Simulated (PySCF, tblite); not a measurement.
# CH₄BrO−, a complex of two parts as drawn: NMR shifts, interaction energy, infrared bands, spin-spin couplings, core binding energies and electronic excitations

The task here is to estimate one member of a computed series from the others.

Programs: tblite 0.8.0 and PySCF 2.14.0. All values are calculated, for the isolated system unless a continuum is named. Atoms count from 0, parts from 1.

## Starting point

7 atoms, charge -1, multiplicity 1; geometry: rigid parts in contact. Parts: 1 = atoms 0–1, `Br`, charge 0; 2 = atoms 2–6, `C[O-]`, charge -1.

The first run:

Job settings and geometry (Å):

```
{"job": {"kind": "dock", "xc": "GFN2-xTB", "basis": "xTB"}, "charge": -1, "multiplicity": 1, "parts": [{"atoms": "0-1", "charge": 0, "multiplicity": 1}, {"atoms": "2-6", "charge": -1, "multiplicity": 1}]}
Br     0.700667     0.009464     0.009081
H     -0.700667    -0.009464    -0.009081
C     -0.486218    -3.148353     1.571114
O     -0.195094    -1.928311     1.887390
H     -1.320009    -3.276934     0.779612
H      0.379967    -3.772688     1.126450
H     -0.858253    -3.817468     2.438030
```

Method: GFN2-xTB search for minima from random contacts, gas phase.

Command:

```console
OMP_NUM_THREADS=1 python cluster_run.py task.json out
```

One launch serves the whole session: the jobs run in the order shown.

Among the steps run: Bringing the parts together with GFN2-xTB; Geometry optimisation at PBE0-D3(BJ)/def2-TZVPD; NMR shieldings: PBE0/aug-pcSseg-2; Coupled-cluster interaction energy: CCSD(T) and MP2.

One table of the session follows, with a row left open; its other results are not shown here.

It belongs to the step «Coupled-cluster interaction energy: CCSD(T) and MP2». 

| method | interaction energy (kcal/mol) |
| --- | --- |
| HF/aug-cc-pVDZ | -166.46 |
| MP2/aug-cc-pVDZ | -145.24 |
| CCSD/aug-cc-pVDZ | -139.92 |
| CCSD(T)/aug-cc-pVDZ | -136.22 |
| HF/aug-cc-pVQZ | -166.85 |
| MP2/aug-cc-pVQZ | ? |
| SCS-MP2/aug-cc-pVQZ | -147.89 |
| MP2, extrapolated | -151.82 |
| CCSD(T), limit estimate | -142.79 |

**Question.** Estimate the row for MP2/aug-cc-pVQZ.

The run gave: interaction energy (kcal/mol): -150.51. In the column «interaction energy (kcal/mol)» it lies between MP2, extrapolated (-151.82) and SCS-MP2/aug-cc-pVQZ (-147.89).

At this geometry H1 has moved to O3 of another part (0.99 Å), so this energy is mostly that of cutting a chemical bond between strained fragments, not an intermolecular interaction.

Limits of these values: Shifts at one fixed geometry are not the observed spectrum, which averages over the motion. At this geometry a test (T1, the size of the triples or of CCSD(T) less MP2, charge moved between the parts) flags the run, so its CCSD(T) estimate is not taken as a benchmark. The interaction energy leaves out the deformation of the parts, 74.19 kcal/mol at MP2. So large a deformation means that a part is far from its own minimum, so a sum across the two methods would be rough.
